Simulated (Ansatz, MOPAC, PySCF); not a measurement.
Complex: H2O (SMILES O) (first 3 atoms) with CH5N (SMILES CN); geometry from S66by8 set.
(charge 0, multiplicity 1):
| atom | x (Å) | y (Å) | z (Å) |
|---|---|---|---|
| O | -1.9896 | -0.5543 | -0.0041 |
| H | -2.3483 | 0.3333 | 0.0282 |
| H | -1.0281 | -0.4167 | 0.0120 |
| N | 0.7813 | -0.3454 | 0.0206 |
| H | 1.0767 | -0.8980 | -0.7742 |
| H | 1.0914 | -0.8561 | 0.8375 |
| C | 1.4406 | 0.9630 | -0.0196 |
| H | 1.1301 | 1.5447 | 0.8449 |
| H | 2.5320 | 0.9237 | -0.0286 |
| H | 1.1139 | 1.4989 | -0.9074 |

Counterpoise-corrected where a basis set is named; no monomer relaxation.

Rows in 6-31G* carry no dispersion term and start afresh at each structure (6-31G* with six Cartesian d functions). The state that PM3 reach isn't checked.

Run with Ansatz (Gaussian orbitals); MOPAC for PM3 (differences of heats of formation); PySCF for 6-31G* rows, the dispersion terms. Each number belongs to the level named beside it.

### Question
One of these levels gives -5.89 kcal/mol for the interaction energy. Which one is it?
(A) PBE-D4/def2-TZVPPD
(B) B3LYP/def2-TZVPPD
(C) PM3
(D) B3LYP/6-31G*

### Answer
B, B3LYP/def2-TZVPPD. The others give -2.63 (PM3), -7.63 (PBE-D4/def2-TZVPPD), -6.43 (B3LYP/6-31G*)

Ansatz is an electronic-structure program.
